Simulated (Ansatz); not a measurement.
Species: C4H5 (charge 0, doublet). It need not be the lowest isomer of its formula. 
Geometry from a B3LYP-D3(BJ)/def2-TZVP (Ansatz, a first-principles code) optimisation:
SMILES: C1(=[CH])CC1
```xyz
9

C     -0.0023    -0.0132     0.4066
C      0.0043    -0.8071    -0.8379
C      0.0056     0.7071    -0.9042
C     -0.0097     0.0279     1.6874
H     -0.9073    -1.3282    -1.1062
H      0.9184    -1.3292    -1.0957
H      0.9217     1.2083    -1.1922
H     -0.9066     1.2094    -1.2027
H     -0.0138     0.7515     2.4848
```
Charge 0, spin multiplicity 2.

Quantity: atomisation energy (electronic, to ground-state atoms), in kJ/mol. Valence correlation only, unless marked. Open shells are spin-unrestricted. No spin-orbit coupling. No relativistic terms. The coupled-cluster limit lacks core correlation, which all-electron functionals hold. CBS(X,Y): correlation extrapolated as X^-3; Hartree-Fock from the larger set. The bracket is a focal-point correction in the basis named.

| level | program | atomisation energy (kJ/mol) |
|---|---|---|
| HF/6-31G* | Ansatz | 2707.6 |

### Question
What does RI-MP2/CBS(cc-pVTZ,cc-pVQZ)+[CCSD(T)-MP2]/cc-pVTZ (Ansatz) give?

### Answer
3658.4 kJ/mol
